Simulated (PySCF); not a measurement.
Compound: C₃H₃P₃.
Bonds: C1–P2 (aromatic), P2–C3 (aromatic), C3–P4 (aromatic), P4–C5 (aromatic), C5–P6 (aromatic), C1–P6 (aromatic). Hydrogens: H7 on C1; H8 on C3; H9 on C5.

The same species was optimised twice, with GFN2-xTB and with PBE0-D3(BJ)/def2-SVP (PySCF), and the same property calculations (PySCF, gas phase) were run on both structures.

```
  coordinate  GFN2-xTB  PBE0-D3(BJ)/def2-SVP  change
   C3–P4 (Å)     1.729                 1.731  +0.002
   P2–C3 (Å)     1.729                 1.731  +0.002
   C1–P2 (Å)     1.729                 1.731  +0.002
   P4–C5 (Å)     1.729                 1.731  +0.002
   C5–P6 (Å)     1.729                 1.731  +0.002
   C1–P6 (Å)     1.730                 1.731  +0.001
P4–C5–P6 (°)     134.4                 134.5    +0.1
C1–P6–C5 (°)     105.6                 105.5    -0.1
C3–P4–C5 (°)     105.5                 105.5     0.0
P2–C1–P6 (°)     134.5                 134.5     0.0
C1–P2–C3 (°)     105.5                 105.5     0.0
P2–C3–P4 (°)     134.5                 134.5     0.0
```

Rotational constants: A = 2363, B = 2363, C = 1181 MHz (GFN2-xTB) against A = 2358, B = 2358, C = 1179 MHz (PBE0-D3(BJ)/def2-SVP). Point groups within 0.08 Å: D3h and D3h.

On the GFN2-xTB structure: isotropic polarisability (au) 106.4 [CAM-B3LYP/def2-SVPD]; HOMO (eV) -8.75 [CAM-B3LYP/def2-SVPD]; LUMO (eV) -1.48 [CAM-B3LYP/def2-SVPD]; HOMO (eV) -7.52 [PBE0/pcSseg-1]; LUMO (eV) -2.56 [PBE0/pcSseg-1]; GIAO shielding of C1/C3/C5 (mean) (ppm) 0.6 [PBE0/pcSseg-1]; GIAO shielding of P2/P4/P6 (mean) (ppm) 49.9 [PBE0/pcSseg-1].

Question: What do these properties become on the PBE0-D3(BJ)/def2-SVP structure?

Answer: 
```tsv
property	level	on GFN2-xTB	on PBE0-D3(BJ)/def2-SVP	change
isotropic polarisability (au)	CAM-B3LYP/def2-SVPD	106.4	106.8	+0.4
HOMO (eV)	CAM-B3LYP/def2-SVPD	-8.75	-8.75	0.00
LUMO (eV)	CAM-B3LYP/def2-SVPD	-1.48	-1.49	-0.01
energy, GFN2-xTB geometry as zero (kcal/mol)	CAM-B3LYP/def2-SVPD	0.0	0.0	0.0
HOMO (eV)	PBE0/pcSseg-1	-7.52	-7.53	-0.01
LUMO (eV)	PBE0/pcSseg-1	-2.56	-2.56	0.00
energy, GFN2-xTB geometry as zero (kcal/mol)	PBE0/pcSseg-1	0.0	0.0	0.0
GIAO shielding of C1/C3/C5 (mean) (ppm)	PBE0/pcSseg-1	0.6	-0.5	-1.1
GIAO shielding of P2/P4/P6 (mean) (ppm)	PBE0/pcSseg-1	49.9	49.5	-0.4
```

The heavy atoms differ by 0.002 Å rms after alignment. Among bonds between heavy atoms C1–P2, C1–P6, P2–C3, C3–P4, P4–C5 and C5–P6 change most and about equally (+0.001 to +0.002 Å). Changes are differences of the printed values. Neither structure is proved a minimum here.
